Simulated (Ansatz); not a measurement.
Basis-set series for C2H4FO (`[O]CCF`) radical. The species carries charge 0 and has multiplicity 2. Geometry: relaxed with PBE0-D4/def2-TZVP. It is one conformer, not always the lowest.

```csv
functional,basis,functions,energy (Eh),HOMO (eV),LUMO (eV)
PBE0-D4,def2-TZVPP,180,-253.44113,-7.97,-3.76
PBE0-D4,def2-QZVPP,348,-253.45494,-8.02,-3.82
ωB97M-V,def2-TZVPP,180,-253.61848,-10.41,-1.52
ωB97M-V,def2-QZVPP,348,-253.63189,-10.47,-1.60
```

(1) Give the rows for def2-SVP. (Estimate.)

Results:

(1) Ansatz gave: 
| functional | basis | functions | energy (Eh) | HOMO (eV) | LUMO (eV) |
| --- | --- | --- | --- | --- | --- |
| PBE0-D4 | def2-SVP | 76 | -253.13809 | -7.73 | -3.46 |
| ωB97M-V | def2-SVP | 76 | -253.30537 | -10.15 | -1.14 |

HOMO and LUMO are taken over both spins.
